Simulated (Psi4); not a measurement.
**Two attempts at NS (SMILES [N]=S)**

Aim: the polarisability of NS at UHF/cc-pVQZ-F12 (density fitting, sweep point 3).

The calculation is run with Psi4 1.11.

3 further runs of the same task are left out: 3 that didn't finish.

### Step 1. The molecule

NS has 2 atoms, charge 0, and is taken as a doublet. SMILES: `[N]=S`. Geometry: relaxed at GFN2-xTB.

Bond lengths: N1–S2 1.463 Å.

### Step 2. Try one

Input file run.py:

```python
import psi4

psi4.set_memory(1600000000)
psi4.set_num_threads(1)
psi4.set_output_file('psi4.out', False)

mol = psi4.geometry("""
0 2
N      0.00000000     0.00000000     0.00000000
S      0.00000000     0.00000000     2.76500947
units au
symmetry c1
""")

psi4.set_options(dict(reference='uhf', puream=True, scf_type='df', maxiter=100, mom_start=5))

e_tot, wfn = psi4.properties("hf/cc-pVQZ-F12", properties=['dipole_polarizabilities'], return_wfn=True)
print('E =', round(e_tot, 9))
```

On the command line:

```console
python run.py
```

psi4.out:

```text
Psi4 1.11 release

   => Loading Basis Set <=

    Name: CC-PVQZ-F12
    Role: ORBITAL
    Keyword: BASIS

         ---------------------------------------------------------
                                   SCF
                              UHF Reference
                        1 Threads,   1525 MiB Core
         ---------------------------------------------------------

  ==> Geometry <==

    Molecular point group: c1
    Full point group: C_inf_v

    Geometry (in Bohr), charge = 0, multiplicity = 2:

       Center              X                  Y                   Z               Mass
    ------------   -----------------  -----------------  -----------------  -----------------
         N            0.000000000000     0.000000000000    -1.922845033526    14.003074004430
         S            0.000000000000     0.000000000000     0.842164436474    31.972071174400

  Running in c1 symmetry.

  Rotational constants: A = ************  B =      0.80859  C =      0.80859 [cm^-1]
  Rotational constants: A = ************  B =  24241.00616  C =  24241.00616 [MHz]
  Nuclear repulsion =   40.506190382053198

  Charge       = 0
  Multiplicity = 2
  Electrons    = 23
  Nalpha       = 12
  Nbeta        = 11

  ==> Algorithm <==

  SCF Algorithm Type is DF.
  DIIS enabled.
  MOM enabled.
  Fractional occupation disabled.
  Guess Type is SAD.
  Energy threshold   = 1.00e-06
  Density threshold  = 1.00e-06
  Integral threshold = 1.00e-12

  ==> Primary Basis <==

  Basis Set: CC-PVQZ-F12
    Blend: CC-PVQZ-F12
    Number of shells: 49
    Number of basis functions: 183
    Number of Cartesian functions: 234
    Spherical Harmonics?: true
    Max angular momentum: 4

   => Loading Basis Set <=

    Name: (CC-PVQZ-F12 AUX)
    Role: JKFIT
    Keyword: DF_BASIS_SCF

  ==> Integral Setup <==

  DFHelper Memory: AOs need 0.092 GiB; user supplied 1.118 GiB.
  SCF_SUBTYPE=INCORE selected. In-core MEM_DF algorithm will be used.
  Using in-core AOs.

  ==> MemDFJK: Density-Fitted J/K Matrices <==

    J tasked:                   Yes
    K tasked:                   Yes
    wK tasked:                   No
    Memory [MiB]:              1144
    Algorithm:                 Core
    Schwarz Cutoff:           1E-12
    Mask sparsity (%):       0.2090
    Fitting Condition:        1E-10

   => Auxiliary Basis Set <=

  Basis Set: (CC-PVQZ-F12 AUX)
    Blend: CC-PV5Z-JKFIT
    Number of shells: 75
    Number of basis functions: 327
    Number of Cartesian functions: 471
    Spherical Harmonics?: true
    Max angular momentum: 6

  Minimum eigenvalue in the overlap matrix is 3.4373516715E-05.
  Reciprocal condition number of the overlap matrix is 5.3190076011E-06.
    Using symmetric orthogonalization.

  ==> Pre-Iterations <==

  SCF Guess: Superposition of Atomic Densities via on-the-fly atomic UHF (no occupation information).

   -------------------------
    Irrep   Nso     Nmo
   -------------------------
     A        183     183
   -------------------------
    Total     183     183
   -------------------------

  ==> Iterations <==

                           Total Energy        Delta E     RMS |[F,P]|

   @DF-UHF iter SAD:  -451.36754751469249   -4.51368e+02   0.00000e+00
   @DF-UHF iter   1:  -451.88246071018705   -5.14913e-01   2.09293e-03 DIIS/ADIIS
   @DF-UHF iter   2:  -451.90424777029750   -2.17871e-02   1.88662e-03 DIIS/ADIIS
   @DF-UHF iter   3:  -451.95676539480610   -5.25176e-02   2.89960e-04 DIIS/ADIIS
   @DF-UHF iter   4:  -451.95944185569772   -2.67646e-03   1.45937e-04 DIIS/ADIIS
   @DF-UHF iter   5:  -451.96052423404700   -1.08238e-03   6.19524e-05 DIIS/MOM
   @DF-UHF iter   6:  -451.96087568660204   -3.51453e-04   3.92759e-05 DIIS/MOM
   @DF-UHF iter   7:  -451.96109894424086   -2.23258e-04   3.69807e-05 DIIS/MOM
   @DF-UHF iter   8:  -451.96123764495525   -1.38701e-04   3.76153e-05 DIIS/MOM
   @DF-UHF iter   9:  -451.96092182983170    3.15815e-04   3.48433e-05 DIIS/MOM
[... 81 lines of further cycles ...]
   @DF-UHF iter  91:  -451.95979599231265    2.34989e-04   1.26557e-05 DIIS/MOM
   @DF-UHF iter  92:  -451.95995641587081   -1.60424e-04   4.35029e-06 DIIS/MOM
   @DF-UHF iter  93:  -451.95997716167903   -2.07458e-05   5.26104e-06 DIIS/MOM
   @DF-UHF iter  94:  -451.96000053976729   -2.33781e-05   6.72327e-06 DIIS/MOM
   @DF-UHF iter  95:  -451.95994971283608    5.08269e-05   4.15192e-06 DIIS/MOM
   @DF-UHF iter  96:  -451.95992278981896    2.69230e-05   4.49874e-06 DIIS/MOM
   @DF-UHF iter  97:  -451.95992293245797   -1.42639e-07   4.49105e-06 DIIS/MOM
   @DF-UHF iter  98:  -451.95990431813328    1.86143e-05   5.42663e-06 DIIS/MOM
   @DF-UHF iter  99:  -451.95991945449981   -1.51364e-05   4.62987e-06 DIIS/MOM
   @DF-UHF iter 100:  -451.95992508450297   -5.63000e-06   4.39918e-06 DIIS/MOM

PsiException: Could not converge SCF iterations in 100 iterations.

  Failed to converge.
```

The script printed:

```text
Traceback (most recent call last):
  File "run.py", line 17, in <module>
    e_tot, wfn = psi4.properties("hf/cc-pVQZ-F12", properties=['dipole_polarizabilities'], return_wfn=True)
psi4.driver.p4util.exceptions.SCFConvergenceError: Could not converge SCF iterations in 100 iterations.
```

Run time: 11 s. Hardware: 1 thread of Intel Xeon Platinum 8488C (Sapphire Rapids), shared host; peak memory 0.54 GiB.

### Step 3. What went wrong

The run stopped without converging.

The log says `psi4.driver.p4util.exceptions.SCFConvergenceError: Could not converge SCF iterations in 100 iterations.`. In place of `psi4.set_options(dict(reference='uhf', puream=True, scf_type='df', maxiter=100, mom_start=5))` the sound input has `psi4.set_options(dict(reference='uhf', puream=True, scf_type='df', maxiter=100, soscf=True, soscf_start_convergence=0.001))`. These settings are changed for another try; the log doesn't prove which change is needed.

### Step 4. Try two

Changes to run.py since step 2:

```diff
@@ -14,3 +14,3 @@
 
-psi4.set_options(dict(reference='uhf', puream=True, scf_type='df', maxiter=100, mom_start=5))
+psi4.set_options(dict(reference='uhf', puream=True, scf_type='df', maxiter=100, soscf=True, soscf_start_convergence=0.001))
```

On the command line:

```console
python run.py
```

psi4.out:

```text
[...]
  Running in c1 symmetry.
[...]
  Nuclear repulsion =   40.506190382053198
[...]
  Multiplicity = 2
[...]
  Nalpha       = 12
  Nbeta        = 11
[...]
    Number of basis functions: 183
[...]
   @DF-UHF iter   1:  -451.88246071018705   -5.14913e-01   2.09293e-03 ADIIS/DIIS
[...]
   @DF-UHF iter   9:  -451.96706614206369   -3.17434e-07   7.53566e-07 SOSCF, nmicro=conv
[...]
   @S^2 Observed:                1.111988584E+00
[...]
    Orbital Energies [Eh]
    ---------------------
    Alpha Occupied:
       1A    -92.023745     2A    -15.654934     3A     -9.026355
       4A     -6.711376     5A     -6.706969     6A     -6.695988
       7A     -1.293294     8A     -0.812999     9A     -0.627648
      10A     -0.572834    11A     -0.558007    12A     -0.360380
    Alpha Virtual:
      13A      0.009330    14A      0.055417    15A      0.065461
      16A      0.070339    17A      0.077255    18A      0.114932
      19A      0.120240    20A      0.120922    21A      0.189474
      22A      0.244424    23A      0.331072    24A      0.342632
      25A      0.383998    26A      0.384129    27A      0.392656
[...]
  @DF-UHF Final Energy:  -451.96706614206369
   => Energetics <=
    Nuclear Repulsion Energy =             40.5061903820531981
    One-Electron Energy =                -703.6428083602571633
    Two-Electron Energy =                 211.1695518361402719
    Total Energy =                       -451.9670661420636861
  UHF NO Occupations:
  HONO-2 :   10  A 1.9884915
  HONO-1 :   11  A 1.8234420
[...]
 Multipole Moments:
 ------------------------------------------------------------------------------------
     Multipole            Electronic (a.u.)      Nuclear  (a.u.)        Total (a.u.)
 ------------------------------------------------------------------------------------
 L = 1.  Multiply by 2.5417464519 to convert [e a0] to [Debye]
 Dipole X            :         -0.0000000            0.0000000           -0.0000000
 Dipole Y            :         -0.0000000            0.0000000           -0.0000000
 Dipole Z            :          0.6294453            0.0147157            0.6441610
 Magnitude           :                                                    0.6441610
[...]
```

The script printed:

```text
E = -451.967066142
```

It took 12 s on 1 thread of Intel Xeon Platinum 8488C (Sapphire Rapids), shared host; peak memory 0.55 GiB.

### Step 5. Summary of results

Level: UHF/cc-pVQZ-F12 (density fitting, sweep point 3).

```
                          quantity          value
                      total energy  -451.96707 Eh
                     dipole moment         1.64 D
HOMO energy (highest over α and β)       -9.81 eV
 LUMO energy (lowest over α and β)        0.25 eV
                              ⟨S²⟩          1.112
        mean static polarisability     23.4 bohr³
```

⟨S²⟩ is 1.11 where a pure doublet has 0.75: the reference is spin-contaminated.
